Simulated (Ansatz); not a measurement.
A made-up structure of CH₂BO, doublet:

```
5
angstrom
B -0.1550 -0.3841 0.0798
C -1.5034 0.0553 -0.4695
O 0.9101 0.4165 0.1359
H 0.0773 -1.4318 0.4930
H 0.6833 1.2888 -0.2174
```

It is relaxed with PBE-D4/def2-SVP and then PBE0-D4/def2-TZVP (Ansatz 0.2.0). Atoms count as bonded within 1.22 times the sum of their covalent radii (H–H: 0.88 Å). The end point is not checked to be a true minimum.

Question: Does its bonding change? (Judge from chemistry; the calculation decides.)

Answer: By the calculation: Yes. Formed: C2–H4; broken: B1–H4.

Where it ends: The first stage lowers the energy by 2.47 eV in 20 steps. It ends as CH₂BO ([CH][B][OH]):
```xyz
5
angstrom
B 0.2036 -0.0271 -0.0099
C -0.7779 -0.9518 0.0942
O 1.1972 0.8424 -0.1130
H -1.5475 -1.6866 0.1761
H 0.9367 1.7678 -0.1255
```

Labels in which every atom is bracketed show which atoms are joined, not bond orders.

For scale, one of the runs: PBE0-D4/def2-TZVP relaxation, 105 basis functions, launched by `ansatz run in.yaml --threads 2 --pin off --events-out ev --progress --plain --max-ram 4352MiB`. The run took about 22 s on 2 CPU threads of an Arm Neoverse V2 (shared host).
